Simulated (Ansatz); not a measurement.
# AlHO (singlet): wave-function methods side by side, cc-pVTZ

One table from this session's results is given with a row withheld; the runs are named, their logs left out.

Method: cc-pVTZ, core rule «outside noble gas», up to 6 orbitals frozen; program: Ansatz 0.2.0, Gaussian basis.

To be run: UHF; CCSD(T) on RHF; BCCD(T) on RHF; CCSDT(Q) on RHF.

10 further runs of the same task are left out: 3 for a known fault of the program, 2 that didn't finish, 5 set aside as unsound or not needed.

## The system

The geometry is a PBE0/def2-TZVP stationary point (not a proven minimum).

3 atoms, charge 0, spin multiplicity 1.

Atoms are counted from 1 here; the program's logs count them from 0.

Bond lengths: Al1–O2 1.594 Å, Al1–H3 1.568 Å. Angles: O2–Al1–H3 180.0°.

The first run:

The input, in.yaml:

```yaml
crystal:
  periodic: [false, false, false]
  atoms:
    - {symbol: Al, position_ang: [0.000000, 0.000000, 0.008471]}
    - {symbol: O, position_ang: [0.000000, 0.000000, -1.585277]}
    - {symbol: H, position_ang: [0.000000, 0.000000, 1.576806]}
basis:
  gaussian: {orbitals: cc-pVTZ}
magnetization: {spin_polarized: true, initial_magnetization: 0}
hamiltonian: {xc: hf}
output: {orbitals: {seedname: orbitals}}
```

The run is started by

```
$ ansatz run in.yaml --threads 1 --pin off --events-out ev --progress --plain --max-ram 2393MiB
```

Steps of the session up to this table: UHF; CCSD(T) on RHF; BCCD(T) on RHF; CCSDT(Q) on RHF.

One of the session's tables, all rows but one given; the rest of the session is left out.

It belongs to the step «Misses and costs». 

```
   method  from RCCSDT(Q) (meV)
      RHF               +9437.3
     RMP2                     ?
    RCCSD                +506.7
 RCCSD(T)                 +55.7
  BCCD(T)                 +49.5
   RCCSDT                 +47.9
RCCSDT(Q)                     0
```

**Question.** Estimate the row for RMP2.

**Answer.** from RCCSDT(Q) (meV): +448.9. In the column «from RCCSDT(Q) (meV)» it lies between RCCSD(T) (+55.7) and RCCSD (+506.7).

With the free atoms at the same levels and basis (separate runs), the atomisation energy is 8.199 eV at RCCSDT(Q), 8.166 eV at RCCSD(T), 4.617 eV at RHF.
